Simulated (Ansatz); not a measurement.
Calculated with Ansatz (gas phase, PBE0-D4/def2-TZVP geometries, no zero-point term in ΔE). CCSD(T)/CBS is the MP2 limit (def2-TZVPP, def2-QZVPP) plus CCSD(T) − MP2 in def2-TZVPP, frozen cores. DFT in def2-TZVPP. HSE06 is defined as in plane-wave codes. One conformer a species, not always the lowest.

Reaction (isomerisation): `C=C=C(N)F` → `N=C=CCF`

```json
{"level": "ωB97M-V", "ΔE (eV)": "-0.35"}
{"level": "HSE06", "ΔE (eV)": "-0.32"}
{"level": "SCS-MP2/def2-TZVPP", "ΔE (eV)": "-0.42"}
{"level": "HF/def2-QZVPP", "ΔE (eV)": "-0.45"}
```

Problem. What does CCSD(T)/CBS give? (Best estimate.)

Solution. Computed: -0.34 eV. The listed levels differ from it by -0.01, 0.02, -0.08, -0.11 eV.

Problem. What do rigid-rotor, harmonic-oscillator terms from PBE0-D4/def2-TZVP frequencies (298.15 K, 1 bar) make of the CCSD(T)/CBS value? (An estimate is asked.)

Solution. Ansatz gave: ΔZPE = 0.00 eV, ΔH = -0.34 eV, ΔS = 6 J/(mol·K), ΔG = -0.36 eV.

Largest T1 diagnostic among the species: 0.013.

Leaving LDA and LC-ωPBE aside and taking each functional with its dispersion term where it has one, the values, not all of them listed here, spread over 0.08 eV, from ωB97X-V to PBE-D4. LDA lies +0.12 eV from PBE without D4. In def2-TZVPP, CCSD(T) changes the Hartree–Fock value by +0.09 eV (the triples alone add +0.01 eV) and MP2 by +0.06 eV. At CCSD(T), def2-SVP lies −0.06 eV from the extrapolated value and def2-TZVPP −0.03 eV.
